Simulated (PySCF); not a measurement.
Compound: C3H9OP.
Z-matrix (Å and degrees, PBE0-D3(BJ)/def2-SVP geometry), rows numbered from 1:
```
C 
P   1  1.8186
C   2  1.8190  1  104.71
C   2  1.8192  1  104.72  3  -109.78
O   2  1.4968  1  113.82  3   125.14
H   1  1.0999  2  112.50  3    54.43
H   1  1.0997  2  108.52  3   175.76
H   1  1.0997  2  108.55  3   -67.00
H   3  1.0997  2  108.59  1  -176.60
H   3  1.1000  2  112.42  1   -55.24
H   3  1.0998  2  108.60  1    66.08
H   4  1.1000  2  112.44  1    54.26
H   4  1.0997  2  108.59  1   -67.15
H   4  1.0998  2  108.56  1   175.55
```

The closed-shell ground state was solved at several levels (PySCF, density fitting, gas phase, non-relativistic).

| level | basis functions | HOMO (eV) | LUMO (eV) | gap (eV) | dipole (D) |
| --- | --- | --- | --- | --- | --- |
| PBE0/pcSseg-2 | 313 | -7.51 | 0.16 | 7.67 | 4.51 |
| PBE0/pcSseg-0 | 67 | -7.06 | 1.45 | 8.51 | 4.39 |
| PBE0/IGLO-III | 274 | -7.49 | 0.31 | 7.80 | 4.41 |
| PBE0/cc-pVTZ | 280 | -7.38 | 0.71 | 8.09 | 4.30 |
| PBE0/cc-pVDZ | 119 | -7.06 | 1.30 | 8.36 | 4.08 |

Problem. Estimate the row for PBE0/aug-cc-pVDZ, a basis of 200 functions; the other rows only guide the guess.

Solution. HOMO -7.40 eV, LUMO -0.36 eV, gap 7.04 eV, dipole 4.49 D.

Problem. Over all these levels, which gives the widest orbital gap and which the narrowest?

Solution. PBE0/pcSseg-0 has the widest, 8.51 eV, and PBE0/aug-cc-pVDZ the narrowest, 7.04 eV. From the narrowest to the widest the HOMO moves by +0.34 eV and the LUMO by +1.81 eV.

Problem. How much does the basis alone move the frontier levels among the 6 PBE0 rows (the withheld one included)?

Solution. The HOMO by 0.45 eV and the LUMO by 1.81 eV. By rising basis size (HOMO, LUMO in eV): pcSseg-0 -7.06, 1.45; cc-pVDZ -7.06, 1.30; aug-cc-pVDZ -7.40, -0.36; IGLO-III -7.49, 0.31; cc-pVTZ -7.38, 0.71; pcSseg-2 -7.51, 0.16.

Problem. How far do the dipole and the HOMO energy spread over the levels?

Solution. The dipole runs from 4.08 to 4.51 D (mean 4.36 D) and the HOMO from -7.51 to -7.06 eV.
